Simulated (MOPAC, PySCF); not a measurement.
Bond stretch in SMILES N#C (CHN). The C1–H3 bond (C1 also carries N; H3 carries nothing else) is varied alone, starting from the PBE0/def2-TZVP optimised geometry.

Methods: UMP2 = PySCF with MP2 on UHF/cc-pVTZ, 2 core orbitals frozen; PM7, restricted, heats of formation (MOPAC); UKS-B3LYP/6-31G* = PySCF with unrestricted B3LYP/6-31G*, spherical d; RCCSD = CCSD on RHF/cc-pVTZ, 2 core orbitals frozen run with PySCF 2.14.0; RHF/LANL2DZ = restricted Hartree-Fock/LANL2DZ run with PySCF.

Energies are in mEh, each relative to the lowest point of its own curve near equilibrium.

| R / Å | UMP2 | PM7 | UKS-B3LYP/6-31G* | RCCSD | RHF/LANL2DZ |
|---|---|---|---|---|---|
| 0.79 | 97.5 | 37.9 | 103.7 | 97.8 | 98.9 |
| 0.85 | 51.9 | 21.2 | 55.8 | 52.1 | 51.6 |
| 0.92 | 20.1 | 8.3 | 22.3 | 20.3 | 19.1 |
| 0.97 | 7.7 | 2.8 | 8.9 | 7.8 | 6.6 |
| 1.01 | 2.3 | 0.5 | 3.0 | 2.4 | 1.5 |
| 1.03 | 0.8 | 0.0 | 1.3 | 0.9 | 0.3 |
| 1.07 | 0.0 | 0.2 | 0.0 | 0.0 | 0.0 |
| 1.10 | 0.9 | 1.3 | 0.6 | 0.8 | 1.4 |
| 1.14 | 3.7 | 3.9 | 3.2 | 3.6 | 5.0 |
| 1.19 | 9.3 | 9.0 | 8.5 | 9.1 | 11.7 |
| 1.24 | 16.7 | 15.6 | 15.6 | 16.3 | 20.3 |
| 1.33 | 33.0 | 30.9 | 31.3 | 32.2 | 38.7 |
| 1.44 | 55.6 | 53.5 | 53.3 | 54.2 | 64.0 |
| 1.59 | 87.7 | 87.5 | 84.2 | 85.2 | 99.8 |
| 1.74 | 148.6 | 121.5 | 113.7 | 114.5 | 134.5 |
| 1.91 | 188.5 | 157.4 | 143.7 | 143.8 | 171.0 |
| 2.12 | 213.7 | 196.0 | 171.9 | 173.1 | 211.2 |
| 2.34 | 226.3 | 229.1 | 189.1 | 195.9 | 247.3 |
| 2.59 | 232.9 | 257.9 | 199.7 | 213.2 | 281.6 |
| 2.88 | 236.0 | 281.8 | 206.1 | 225.1 | 313.5 |
| 3.22 | 237.4 | 300.7 | 209.7 | 232.4 | 342.3 |
| 3.77 | 238.0 | 319.3 | 211.7 | 237.5 | 373.8 |

At the longest distance, 3.77 Å, RHF/LANL2DZ lies highest above its minimum (373.8 mEh) and UKS-B3LYP/6-31G* lowest (211.7 mEh).

The unrestricted determinant behind UMP2 is spin-contaminated at 1.74 to 3.77 Å (<S²> up to 1.3, against 0.00 for a pure singlet). The restricted form behind PM7, RHF/LANL2DZ keeps the bonding electrons paired and can't separate into open-shell fragments. The unrestricted determinant behind UKS-B3LYP/6-31G* is spin-contaminated at 2.12 to 3.77 Å (<S²> up to 1.0, against 0.00 for a pure singlet). The T1 diagnostic of CCSD on the restricted reference of RCCSD exceeds 0.045 at 2.34 to 3.77 Å.
